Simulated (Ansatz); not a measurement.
## Width of the whole s-p valence band of rock-salt MgO at several levels of theory

No measured value is used here.

```json
[
 {"level (code)": "LDA (Ansatz)", "value (eV)": "17.02", "cell (Å³/atom)": "9.31"},
 {"level (code)": "PBE (Ansatz)", "value (eV)": "17.27", "cell (Å³/atom)": "9.31"},
 {"level (code)": "PBE-D4 (Ansatz)", "value (eV)": "17.20", "cell (Å³/atom)": "9.43"},
 {"level (code)": "r²SCAN0 (Ansatz)", "value (eV)": "19.46", "cell (Å³/atom)": "9.31"},
 {"level (code)": "Hartree–Fock (Ansatz)", "value (eV)": "___", "cell (Å³/atom)": "9.31"}
]
```

### Question
Fill in the missing entries.

### Answer

- Hartree–Fock (Ansatz, a first-principles code), value (eV): 23.30

Widths are read from band energies on the run's k points.  Values are at the measured cell; PBE-D4 at the level's own relaxed cell. Cutoffs and k meshes differ between the levels. Ansatz's density-functional and Hartree–Fock values are scalar-relativistic unless marked +SOC, with PAW data made under PBE.
